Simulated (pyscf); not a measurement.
A first-order saddle from PySCF, ωB97X-D3(BJ)/def2-SVP:

```xyz
8

B      0.6542    -0.0769    -0.0851
Cl     0.0109     1.4077    -1.9053
H     -0.4206     1.3990    -0.4671
H      0.2262    -1.1238    -0.4926
N     -0.2796     0.7716     0.7316
H      1.8282     0.1690    -0.0039
H      0.1265     1.3784     1.4398
H     -1.1482     0.3495     1.0510
```
Charge 0, spin multiplicity 1.

Surface: singlet, charge 0. Lowest wavenumbers (cm⁻¹): 1131i, 275, 402, 529, 628.

Name the species on either side of this saddle.

H₂B–Cl + NH₃ ⇌ H₂B–NH₂ + HCl, a four-centre exchange read from left to right: B–Cl, H–N broken and B–N, Cl–H formed. At CCSD(T)/def2-TZVPP + ΔMP2(QZVPP) it lies +3.9 kcal/mol from the left side and +15.6 kcal/mol from the right (each side as separated species at their lowest minima found). On the reactant side the descent ends in an adduct with a B–N contact, 28.5 kcal/mol under the separated species and 30.6 kcal/mol under the saddle at ωB97X-D3(BJ)/def2-TZVP. What is counted as formed (B–N) is already present as a longer contact in the reactant adduct; forming that adduct is a step of its own. This is the saddle that the search found; another between the same sides may lie lower. The CCSD(T) − MP2 part came from Ansatz, without density fitting, on the same reference.
